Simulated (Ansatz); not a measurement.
# AlBH₂+ (doublet): the correlation ladder, cc-pVDZ

How much of the correlation energy of AlBH₂+ (doublet) does each wave-function method recover here?

Program: Ansatz 0.2.0, Gaussian basis. Level of theory: cc-pVDZ, core rule «outside noble gas», up to 6 orbitals frozen. These are calculated values, not measurements.

Plan: UHF; CCSD(T) on ROHF; CCSD(T) on UHF; BCCD(T) on ROHF; CISD; CCSDT(Q) on ROHF; CCSDT(Q) on UHF; CISDTQ; CCSDTQ on ROHF; CCSDTQ on UHF.

9 further runs of the same task are left out: 3 for a known fault of the program, 6 set aside as unsound or not needed.

**1. What is computed**

The geometry is a PBE0/def2-TZVP stationary point (not a proven minimum) of the parent state, kept for this charge and spin.

4 atoms, charge 1, spin multiplicity 2.

Atoms are counted from 1 here; the program's logs count them from 0.

Bond lengths: B1–Al2 1.909 Å, B1–H3 1.183 Å, Al2–H4 1.571 Å. Angles: Al2–B1–H3 180.0°, B1–Al2–H4 180.0°.

**2. UHF**

in.yaml reads:

```yaml
crystal:
  periodic: [false, false, false]
  atoms:
    - {symbol: B, position_ang: [0.000000, 0.000000, 1.051329]}
    - {symbol: Al, position_ang: [0.000000, 0.000000, -0.857484]}
    - {symbol: H, position_ang: [0.000000, 0.000000, 2.234417]}
    - {symbol: H, position_ang: [0.000000, 0.000000, -2.428262]}
basis:
  gaussian: {orbitals: cc-pVDZ}
total_charge: 1
magnetization: {spin_polarized: true, initial_magnetization: 1}
hamiltonian: {xc: hf}
output: {orbitals: {seedname: orbitals}}
```

Run with:

```console
$ ansatz run in.yaml --threads 1 --pin off --events-out ev --progress --plain --max-ram 2816MiB --backend cpu
```

After this run come: CCSD(T) on ROHF; CCSD(T) on UHF; BCCD(T) on ROHF; CISD; CCSDT(Q) on ROHF; CCSDT(Q) on UHF; CISDTQ; CCSDTQ on ROHF; CCSDTQ on UHF.

Before running them: what should the planned runs give, taken together? Wanted: UCCSDTQ below the RHF energy; RMP2 from UCCSDTQ; UMP2 from UCCSDTQ; RCCSD from UCCSDTQ; RCCSD(T) from UCCSDTQ; UCCSD(T) from UCCSDTQ; RCCSDT(Q) from UCCSDTQ; UCCSDT(Q) from UCCSDTQ; T1 diagnostic.

The runs gave:

```
                         quantity                                                                               value
     UCCSDTQ below the RHF energy                                                                          -3.6091 eV
                RMP2 from UCCSDTQ                                                                        +88.5 kJ/mol
                UMP2 from UCCSDTQ                                                                        +88.7 kJ/mol
               RCCSD from UCCSDTQ                                                                         +9.4 kJ/mol
            RCCSD(T) from UCCSDTQ                                                                         +2.6 kJ/mol
            UCCSD(T) from UCCSDTQ                                                                         +2.5 kJ/mol
           RCCSDT(Q) from UCCSDTQ                                                                         +0.1 kJ/mol
           UCCSDT(Q) from UCCSDTQ                                                                         +0.1 kJ/mol
levels within 1 kcal/mol (43 meV)  RCCSD(T), UCCSD(T), BCCD(T), RCCSDT, UCCSDT, CISDTQ, RCCSDT(Q), UCCSDT(Q), RCCSDTQ
                    T1 diagnostic                                                                               0.016
```

**Reading.** RCCSD(T) lands +2.6 kJ/mol from the yardstick (0.7 % of the correlation energy). These misses are within one basis, not against nature; the frozen cores of restricted and unrestricted runs differ, which can shift their rows.
